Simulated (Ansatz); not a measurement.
The inner images of a band of AlH₅N (7 atoms, charge 0, multiplicity 2) are given out of order.

The calculation used Ansatz 0.2.0, UKS BLYP-D4/def2-SVP.

Initial state:

```xyz
7
Properties=species:S:1:pos:R:3
Al -0.011 -0.017 0.695
H 0.598 -1.530 1.228
H 1.172 0.815 0.007
H -1.461 -0.216 0.048
N -0.121 0.348 2.549
H -0.871 0.002 3.164
H 0.693 0.598 3.129
```

Final state:

```xyz
7
Properties=species:S:1:pos:R:3
Al -0.255 -0.194 0.238
H 0.942 -0.837 2.570
H 1.144 0.501 -0.193
H -1.561 0.763 0.297
N 0.116 -0.265 2.334
H -0.680 -0.651 2.865
H 0.293 0.683 2.708
```

Task: Put them in order from the first end to the last, with their energies above the first end.
A.
```xyz
7
Properties=species:S:1:pos:R:3
Al -0.124 -0.265 0.228
H 0.806 -0.900 2.697
H 1.147 0.670 -0.139
H -1.585 0.432 0.176
N 0.111 -0.222 2.351
H -0.775 -0.426 2.838
H 0.421 0.710 2.670
```
B.
```xyz
7
Properties=species:S:1:pos:R:3
Al -0.009 -0.038 0.513
H 0.417 -1.078 1.931
H 1.173 0.814 -0.134
H -1.484 -0.191 -0.071
N -0.033 0.145 2.468
H -0.822 -0.125 3.073
H 0.758 0.472 3.039
```
C.
```xyz
7
Properties=species:S:1:pos:R:3
Al 0.051 -0.220 0.351
H 0.413 -0.933 2.356
H 1.160 0.800 -0.179
H -1.484 -0.292 -0.088
N 0.015 0.037 2.437
H -0.854 -0.017 2.996
H 0.698 0.625 2.946
```
D.
```xyz
7
Properties=species:S:1:pos:R:3
Al 0.103 -0.327 0.278
H 0.485 -0.938 2.723
H 1.066 0.893 -0.160
H -1.474 -0.280 -0.065
N 0.059 -0.057 2.405
H -0.872 -0.002 2.850
H 0.633 0.711 2.790
```
E.
```xyz
7
Properties=species:S:1:pos:R:3
Al -0.006 -0.319 0.233
H 0.639 -0.942 2.798
H 1.100 0.811 -0.117
H -1.562 0.102 0.069
N 0.104 -0.172 2.371
H -0.834 -0.186 2.799
H 0.559 0.706 2.667
```

Result: B (+0.52 eV), C (-0.17 eV), D (-0.46 eV), E (-0.51 eV), A (-0.53 eV).

Time of the run: 100 s on 1 thread of Intel(R) Xeon(R) 6975P-C (Granite Rapids), with other jobs on the host, peak memory 0.14 GiB.
